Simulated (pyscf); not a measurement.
Elementary routes open to Cl–BH–Cl (SMILES ClBCl) + SiH₄ (SMILES [SiH4]) in the gas phase (singlet surface):
A. H₃Si–Cl (SMILES [SiH3]Cl) + H₂B–Cl (SMILES BCl) (B–Cl, H–Si broken; Cl–Si, B–H formed)
B. HCl (SMILES Cl) + H₃Si–BH–Cl (SMILES [SiH3]BCl) (B–Cl, H–Si broken; Cl–H, B–Si formed)

Single points on ωB97X-D3(BJ)/def2-SVP structures (PySCF, gas phase). MP2 and CC: frozen core, UHF for open shells. ΔMP2 is the change of the MP2 total energy from the triple- to the quadruple-zeta basis.

Q: Rank the routes by free-energy barrier at 1200 K, lowest first, for CCSD(T)/def2-TZVPP + ΔMP2(QZVPP) energies (ideal gas, 1 atm, RRHO with modes under 100 cm⁻¹ raised to 100, one conformer, R ln 2 for chiral ones without a mode under 150 cm⁻¹).

A: A (63.6 kcal/mol), B (77.4 kcal/mol)

Route A is the fastest of these, ahead of the next by 13.8 kcal/mol. The most stable products are those of A (ΔG = -2.7 kcal/mol), so kinetics and thermodynamics agree. At 298 K A is still the fastest. Only these routes are compared; each barrier is that of the saddle found, and lower ones may exist. The CCSD(T) − MP2 part came from Ansatz, without density fitting, on the same reference.
